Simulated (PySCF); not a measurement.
# C2H2O2 (Glyoxal): the cost of one run

Programs: PySCF 2.14.0, with routines of our own; each step states its level. All values are computed. Atoms count from 0.

### 1 The starting structure

6 atoms, charge 0, multiplicity 1; geometry from: GFN2-xTB.

### 2 Geometry optimisation at PBE/def2-TZVP

The job: settings as JSON, then the geometry in Å.

```
{"job": {"xc": "PBE", "basis": "def2-TZVP", "grid": 1, "kind": "geom"}, "charge": 0, "multiplicity": 1}
O      1.393302    -0.316295     0.975180
C      0.756804    -0.056765    -0.004770
C     -0.755939     0.057514    -0.003287
O     -1.394365     0.319336    -0.981331
H      1.215026     0.121649    -0.993541
H     -1.211706    -0.123449     0.986175
```

Launch:

```bash
OMP_NUM_THREADS=1 python excited_run.py task.json out
```

The driver reads the jobs from task.json and runs them one after another.

Q: Estimate the wall time and peak memory of this first job on 1 thread of Intel Xeon Platinum 8259CL at 2.50GHz, shared host.

About 38 s, with a peak of 0.46 GiB.
